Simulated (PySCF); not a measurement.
Spin–spin coupling constants

Geometry:
| atom | x (Å) | y (Å) | z (Å) |
| --- | --- | --- | --- |
| C1 | -0.527 | 0.669 | 0.130 |
| C2 | -0.639 | -0.605 | -0.085 |
| C3 | 0.764 | -0.073 | -0.049 |
| H4 | -0.987 | 1.637 | 0.311 |
| H5 | -1.258 | -1.489 | -0.213 |
| H6 | 1.406 | -0.275 | 0.823 |
| H7 | 1.334 | 0.034 | -0.986 |

Indirect spin–spin couplings were computed at B3LYP/pcJ-1 (PySCF) on a PBE0-D3(BJ)/def2-SVP structure, for the isolated molecule, without vibrational or relativistic corrections. Couplings are averaged over pairs made equivalent by symmetry, fast rotation or ring inversion, so a value needn't be that of the named pair in this geometry, while other rotamers aren't included; one pair stands for each set, and the list holds those of at least 0.8 Hz over up to four bonds.

Isotopes: ¹³C, ¹H.

| pair | bonds | J (Hz) |
| --- | --- | --- |
| C1, C2 | 1 | ? |
| C1, C3 | 1 | 12.2 |
| C1, H4 | 1 | 242.2 |
| C3, H6 | 1 | 175.1 |
| C1, H5 | 2 | ? |
| C1, H6 | 2 | -1.7 |
| C3, H4 | 2 | 3.3 |
| H6, H7 | 2 | 9.3 |
| H4, H5 | 3 | 1.5 |
| H4, H6 | 3 | ? |

Estimate the withheld couplings, with signs.

Results:


- ¹J(C1,C2) = 71.4 Hz (bond length 1.297 Å)
- ²J(C1,H5) = 2.8 Hz (angle at C2 150°)
- ³J(H4,H6) = -2.3 Hz
